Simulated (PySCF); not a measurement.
Numbering as in the mapped SMILES `[CH3:1][n:2]1[n:3][cH:4][cH:5][n:6]1`. Each H is labelled by its parent atom.

Geometry: PBE0-D3(BJ)/def2-SVP; GIAO shifts from PySCF, gas phase, non-relativistic, averaged over equivalent atoms.

At mPW1PW91/pcSseg-2 (286 basis functions, 33 s wall time on 1 thread of an Intel Xeon Platinum 8488C, shared host):
```
      atoms  δ (ppm)
      C4/C5    142.3
         C1     43.1
      N3/N6    367.6
         N2    275.4
H(C4)/H(C5)     7.57
      H(C1)     4.07
```

Chemical shifts δ = σref − σ; $^{13}$C (183.53 ppm), $^{1}$H (31.29 ppm) against TMS; $^{15}$N (260.49 ppm) against NH3, all at this level.

**Question.** Estimate the result of repeating the calculation with B97-D/pcSseg-2.

**Answer.** 
```json
{"atoms": "C4/C5", "δ at B97-D/pcSseg-2": "135.9", "change": "-6.4"}
{"atoms": "C1", "δ at B97-D/pcSseg-2": "43.4", "change": "+0.3"}
{"atoms": "N3/N6", "δ at B97-D/pcSseg-2": "348.1", "change": "-19.5"}
{"atoms": "N2", "δ at B97-D/pcSseg-2": "266.9", "change": "-8.5"}
{"atoms": "H(C4)/H(C5)", "δ at B97-D/pcSseg-2": "7.40", "change": "-0.17"}
{"atoms": "H(C1)", "δ at B97-D/pcSseg-2": "4.09", "change": "+0.02"}
```

Shifts are taken against calculated references (same method and geometry level): TMS for $^{13}$C (σ = 179.03 ppm) and $^{1}$H (σ = 31.40 ppm); $^{15}$N (σ = 257.90 ppm) vs NH3.

The largest change is at N3/N6 (pyridine-type nitrogen of an azole). Cost: 286 basis functions, 44 s wall time on 1 thread of an Intel Xeon Platinum 8488C, shared host.

Experimental scales use liquid or dissolved standards, which lie at an offset from isolated NH3 (liquid NH3: subtract about 20 ppm). Unscaled 15N shifts of sp2 nitrogen come out 20 to 40 ppm too high even then.
